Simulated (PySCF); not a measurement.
**Potential energy of LiH⁻ along the bond**

Set-up: Li aug-pcseg-1, H aug-pcseg-1; no relativity (PySCF 2.14). Energies in eV from Li + H⁻ in their ground configurations at the same level. State: ²Σ⁺ (doublet), unpaired electrons σ ↑.

```
R (Å)     PBE    PBE0
1.447  -1.857  -1.904
1.515  -1.947  -1.994
1.582  -2.000  -2.046
1.633  -2.021  -2.065
1.683  -2.029  -2.071
1.734  -2.025  -2.065
1.801  -2.006  -2.044
1.885  -1.965  -2.000
1.986  -1.899  -1.930
2.121  -1.793  -1.817
```

Question: Put a parabola through the three lowest points of the PBE curve and estimate Re, k and ωe (reduced mass 0.8812 u; 1 eV/Å² = 0.16022 mdyn/Å; ωe = 1302.8·√(k/μ) cm⁻¹).

Answer: Through R = 1.633, 1.683, 1.734 Å the second-order coefficient is 2.36 eV/Å², so Re ≈ 1.692 Å, k ≈ 0.756 mdyn/Å and ωe ≈ 1207 cm⁻¹. A polynomial fit of higher order to the unrounded PBE energies gives Re = 1.690 Å, k = 0.679 mdyn/Å, ωe = 1143 cm⁻¹; anharmonicity and rounding make the difference.

The higher-order fit for each curve: PBE: Re = 1.690 Å, ωe = 1143 cm⁻¹, De = 2.03 eV; PBE0: Re = 1.682 Å, ωe = 1168 cm⁻¹, De = 2.07 eV.

For an ion De counts to the pair picked by the measured ionisation energies or electron affinities, which need not be the lowest pair at this level. The highest Kohn–Sham level is positive in this anion. Much of that is self-interaction error, but it also means that the finite basis helps to hold the extra electron. The state was picked by a PBE0 search and need not be the measured ground state.
